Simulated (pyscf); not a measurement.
HS–GaH–Cl + hydrogen chloride (HCl) → HS–Ga(Cl)–Cl + hydrogen (H₂) (four-centre exchange; singlet surface; Ga–H, Cl–H broken, Cl–Ga, H–H formed). Optimised with ωB97X-D3(BJ)/def2-SVP in PySCF. Energies in kcal/mol from the separated reactants.

```json
[
 {"level": "r²SCAN/def2-TZVP", "barrier": "7.6", "reaction energy": "-22.7"},
 {"level": "B3LYP-D3(BJ)/def2-TZVP", "barrier": "11.5", "reaction energy": "-21.9"},
 {"level": "PBE0-D3(BJ)/def2-TZVP", "barrier": "___", "reaction energy": "-21.5"},
 {"level": "M06-2X/def2-TZVP", "barrier": "10.1", "reaction energy": "-25.5"},
 {"level": "ωB97M-D3(BJ)/def2-TZVP", "barrier": "___", "reaction energy": "___"},
 {"level": "HF/def2-TZVP", "barrier": "26.9", "reaction energy": "-20.9"}
]
```

Problem. Fill in the missing entries.

Solution. 
- PBE0-D3(BJ)/def2-TZVP, barrier: 8.8
- ωB97M-D3(BJ)/def2-TZVP, barrier: 13.7
- ωB97M-D3(BJ)/def2-TZVP, reaction energy: -20.6

The functionals in the table span 6.1 kcal/mol in this barrier, from r²SCAN to ωB97M-D3(BJ)/def2-TZVP. On the reactant side the descent ends in a complex, 7.2 kcal/mol under the separated species and 17.9 kcal/mol under the saddle at ωB97X-D3(BJ)/def2-TZVP. At ωB97X-D3(BJ)/def2-TZVP the barrier from the zero used here is 10.7 kcal/mol. One saddle was located; it need not be the lowest between these sides. Elements up to Kr have no core potential and no relativistic terms here.
